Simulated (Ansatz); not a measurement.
## A cut through the energy surface

AlH$_{3}$S$_{2}$ (SMILES [SH][AlH][SH]), closed shell, at its PBE0-D4/def2-TZVP minimum:

```
atom    x (Å)    y (Å)    z (Å)
  S1  -1.4840  -1.2715  -0.8060
 Al2   0.0336   0.1065  -0.0699
  S3   1.0984  -0.5117   1.7266
  H4  -1.7947  -0.4646  -1.8357
  H5   0.3431   1.4712  -0.7948
  H6   1.8455   0.6060   1.7337
```

The bond length S3–H6 (1.344 Å at the minimum) is set to the values below, the two halves moving rigidly along the bond. Each method's energies count from its own value at the PBE0-D4 minimum structure. Ansatz 0.2.0; basis: def2-TZVPP; cores frozen in the correlated methods. B3LYP uses VWN-RPA correlation.

```csv
bond length (Å),CCSD(T) (kJ/mol),PBE-D4 (kJ/mol),MP2 (kJ/mol),wB97M-V (kJ/mol),B3LYP-D4 (kJ/mol)
1.183,42.4,47.6,40.9,42.3,43.2
1.230,19.2,22.9,18.0,19.1,19.9
1.298,2.5,4.0,2.0,2.5,2.9
1.378,1.6,0.5,2.1,1.6,1.3
1.467,16.2,12.4,18.2,16.4,15.2
1.563,43.1,36.7,47.2,44.0,41.4
1.664,78.0,69.5,84.9,80.4,76.0
1.771,118.0,107.7,128.6,123.0,115.8
1.882,159.3,148.2,174.6,168.5,157.8
```

Minimum and curvature along this coordinate at CCSD(T): A fifth-order fit through the nearest points gives 1.341 Å, with a curvature of about 26 eV/Å².

**Question.** Treat the two halves as rigid bodies and work out the harmonic wavenumber of this stretch from that curvature (ν̃ = 521.5 √(k/μ) cm⁻¹ with k in eV/Å² and μ in u).

**Answer.** The halves weigh 93.13 and 1.01 u, so μ = 93.13 × 1.01/94.14 = 0.999 u and ν̃ = 521.5 √(26/0.999) ≈ 2700 cm⁻¹. A true normal mode mixes in other motions, so this is a guide only.

Largest difference from the CCSD(T) curve over the scan: r2SCAN-D4 2.0; PBE0-D4 6.0; HF 31.4 kJ/mol. Each curve counts from its own value at the minimum.

No T1 diagnostic of these runs exceeds 0.014. The restricted Hartree–Fock reference is unstable towards an unrestricted one here.

For scale, one of the runs: CCSD(T)/def2-TZVPP, 168 basis functions (an equivalent command: `ansatz run in.yaml --threads 2`). Hardware: 2 CPU threads, shared host. Wall time 32 s; peak host memory 1.2 GiB.
